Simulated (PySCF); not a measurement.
# How the method changes the constants of MgAl⁺

State: ¹Σ⁺ (singlet), closed shell. Set-up: Mg 3-21G, Al 3-21G; no relativity (PySCF 2.14). De refers to Mg + Al⁺ in their ground configurations, without counterpoise correction. A positive dipole points towards Al; it is taken about the centre of mass and depends on that origin.

| Level | Re (Å) | ωe (cm⁻¹) | De (eV) | μ (D) | CPU s a point (SCF and correlation, without the integrals) |
| --- | --- | --- | --- | --- | --- |
| RHF-MP2 | 3.339 | 131 | 0.56 | n/a | 0.021 |
| RHF-SCS-MP2 | 3.371 | 126 | 0.52 | n/a | n/a |
| RHF-CCSD | 3.382 | 118 | 0.428 | n/a | n/a |
| RHF-CCSD(T) | 3.369 | 120 | 0.442 | n/a | 0.16 |
| PBE | 3.133 | 177 | 1.11 | -0.87 | 0.25 |
| BP86 | 3.152 | 171 | 1.06 | -0.88 | 0.2 |
| r²SCAN | 3.134 | 179 | 1.10 | -1.14 | 0.36 |
| PBE0 | 3.133 | 178 | 1.02 | -0.94 | 0.39 |
| MN15 | 3.245 | 142 | 0.89 | -0.14 | 0.33 |
| M06-2X | 3.149 | 167 | 0.86 | -0.24 | 0.32 |
| LC-ωPBE | 3.126 | 178 | 0.83 | -1.09 | 0.28 |

The bond length runs from 3.126 Å (LC-ωPBE) to 3.382 Å (RHF-CCSD). De spans 0.43 eV (RHF-CCSD, coupled cluster) to 1.11 eV (PBE, GGA).

Correlated steps freeze 6 core orbitals. Closed-shell solutions of metal pairs were not tested for spin polarisation, which can lower them a little. For an ion De counts to the pair picked by the measured ionisation energies or electron affinities, which need not be the lowest pair at this level. 3-21G is very small, so such numbers show the basis as much as the molecule.

The whole job (state search and all levels along the bond) took about 0.74 min on 1 thread of Arm Neoverse V1 (shared host), peak memory 0.36 GiB.
